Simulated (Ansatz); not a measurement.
## Heat of formation of C3H3N (acrylonitrile) from total energies

C3H3N: 7 atoms, total charge 0, spin state singlet. SMILES: `C=CC#N`. Geometry: relaxed at PBE0-D4/def2-TZVP.

```xyz
7

C    -0.5408    0.8296   -0.3506
C     0.3716    0.1052    0.2894
C     0.4133   -1.3159    0.2188
N     0.4651   -2.4657    0.1754
H    -1.3046    0.3667   -0.9633
H    -0.5405    1.9094   -0.2725
H     1.1360    0.5707    0.9028
```

Total energies at CCSD/6-311+G**, 4 core orbitals frozen (Ansatz 0.2.0); the atoms run unrestricted:

| species | state | energy (Eh) |
| --- | --- | --- |
| C3H3N | singlet | -170.403730 |
| C | triplet | -37.766500 |
| N | quartet | -54.492232 |
| H | doublet | -0.499810 |

Harmonic wavenumbers at PBE0-D4/def2-TZVP, in cm⁻¹: 238, 354, 585, 717, 893, 995, 1011, 1110, 1317, 1443, 1696, 2364, 3174, 3194, 3271.

Measured heats of formation of the gaseous atoms at 298.15 K, in kJ/mol: C 716.9, N 472.4, H 218.0. Take 1 Eh = 2625.50 kJ/mol, 1 cm⁻¹ = 0.0119627 kJ/mol, RT = 2.479 kJ/mol.

Task: Work out the heat of formation of the gas at 298 K.

Result: 
1. Electronic atomisation energy: 3 × (-37.766500) + (-54.492232) + 3 × (-0.499810) − (-170.403730) = 1.112568 Eh = 2921.0 kJ/mol.
2. Zero-point energy: half the sum of the wavenumbers, 11181 cm⁻¹ = 133.8 kJ/mol.
3. Thermal vibrational enthalpy, Σ hcν̃/(exp(hcν̃/kT) − 1): 3.4 kJ/mol. Translation, rotation and pV of a non-linear molecule: 4 RT = 9.9 kJ/mol.
4. The 7 free atoms carry 5/2 RT each: 43.4 kJ/mol.
5. Spin-orbit coupling lowers the free atoms by 3 × 0.02 = 0.1 kJ/mol.
6. Atomisation enthalpy at 298 K: 2921.0 − 0.1 − 133.8 − 3.4 − 9.9 + 43.4 = 2817.2 kJ/mol.
7. Sum of the atoms' heats of formation: 3277.1 kJ/mol. Heat of formation: 3277.1 − 2817.2 = +459.9 kJ/mol.

The tabulated value is +180.6 kJ/mol (CRC Handbook of Chemistry and Physics), so this level is off by +279.3 kJ/mol, or 9.0 % of the atomisation enthalpy that the table implies (3096.4 kJ/mol). Coupled cluster needs large bases for atomisation: in a finite one the molecule is underbound. CCSD also lacks the triples, which bind further. Anharmonicity and any spin-orbit splitting of the molecule are left out, and so is core correlation.
